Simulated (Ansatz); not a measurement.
Reaction: CHN (methanidylidyneazanium, SMILES [C-]#[NH+]) → CHN+ (parent SMILES [C-]#[NH+], doublet) + e-
Each species at its own B3LYP-D3(BJ)/def2-TZVP minimum (Ansatz, an electronic-structure program).

Total energies in hartree (Ansatz). Radicals and triplets start from unrestricted determinants; spin-orbit coupling is neglected. Correlated methods leave the cores frozen. No relativity. The UHF reference of CHN+ (parent SMILES [C-]#[NH+], doublet) is spin-contaminated (<S^2> up to 0.28 over the pure value in the sets run). The spin of CHN+ (parent SMILES [C-]#[NH+], doublet) was assumed, and the state is the lowest solution found for it.

| species | HF/cc-pVTZ | CCSD(T)/cc-pVTZ | HF/cc-pVQZ | CCSD(T)/cc-pVQZ | CCSDT(Q)/cc-pVQZ |
|---|---|---|---|---|---|
| 1: CHN (SMILES [NH+]#[C-]) | -92.89264 | -93.25116 | -92.89921 | -93.27754 | -93.27877 |
| 2: CHN+ (parent SMILES [C-]#[NH+], doublet) | -92.49973 | -92.81343 | -92.50627 | -92.83725 | -92.83967 |

Question: Work out the adiabatic ionisation energy (electronic) in eV: take Hartree-Fock from cc-pVQZ, extrapolate the CCSD(T) correlation energy as X^-3 (X = 3, 4), and add CCSDT(Q) - CCSD(T) in cc-pVQZ. 1 hartree = 27.211 eV.

Answer: 
Species 1: correlation (64·(-0.37833) - 27·(-0.35852))/37 = -0.39279; step -0.00123; E1 = -92.89921 + (-0.39279) + (-0.00123) = -93.29323
Species 2: correlation (64·(-0.33098) - 27·(-0.31370))/37 = -0.34359; step -0.00242; E2 = -92.50627 + (-0.34359) + (-0.00242) = -92.85228
-1·E1 +1·E2 = 0.44095 hartree = 12.00 eV.
